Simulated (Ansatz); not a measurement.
# H2Si–B, quartet: the ladder up to UCCSDT(Q)

Geometry: that of the H2Si–B, doublet, kept fixed. The doublet lies 1.3 eV lower here.

```xyz
4

Si   -0.0850    0.0000    0.4943
B     0.0885    0.0000   -1.4519
H     0.7098   -1.2068    0.8997
H     0.7098    1.2068    0.8997
```

Basis cc-pVTZ; Ansatz 0.2.0. Correlated methods freeze the noble-gas cores, which leaves 9 electrons in 86 orbitals. R marks a restricted (for open shells ROHF) determinant, U an unrestricted one. Active spaces: valence = (9e, 10o) chosen from the atoms' valence shells.

Full CI isn't at hand for all of this; UCCSDT(Q) serves as the reference, and is uncertain by about the last step of the cluster series. The frozen core follows each run's orbitals, which can shift R against U totals by a few meV.

```
UHF ⟨S²⟩                          : 3.764
T1 diagnostic (RCCSD)             : 0.0357
largest doubles amplitude (RCCSD) : 0.043
T1 diagnostic (UCCSD)             : 0.0311
```

```
                   level  E − E(UCCSDT(Q)) (kcal/mol)  share of correlation (%)     wall time
                     RHF                       121.92                      0.00             –
                     UHF                       119.67                      1.85             –
                    RMP2                        27.34                     77.57             –
                    UMP2                        27.33                     77.59             –
                   RCCSD                         5.64                     95.37             –
                   UCCSD                         5.58                     95.43             –
                RCCSD(T)                         1.22                     99.00   14 s (H100)
                UCCSD(T)                         1.20                     99.01  9.5 s (H100)
                 BCCD(T)                         1.17                     99.04  5.5 s (H100)
                  RCCSDT                         0.24                     99.81             –
                  UCCSDT                         0.21                     99.83             –
               RCCSDT(Q)                         0.04                     99.97   15 s (H100)
  CASSCF (valence space)                        86.13                     29.36             –
  NEVPT2 (valence space)                        23.79                     80.49    7 s (H100)
  MRCISD (valence space)                         7.67                     93.71             –
MRCISD+Q (valence space)                         2.17                     98.22   12 s (H100)
```

The correlation energy at UCCSDT(Q), counted from RHF, is -5.287 eV. That run took 14 s on 2 threads of AMD EPYC 7R13 with a shared H100 80 GB, shared host.

Times hold each run's SCF and search for its determinant on a shared host, so for small cases they say little of a method's own cost.

Natural occupations of CASSCF (valence space) about the gap: 1.979 1.971 1.959 1.002 1.000 0.997 0.035 0.021 0.019 0.017; effectively unpaired electrons, Σ n²(2−n)², 3.02.
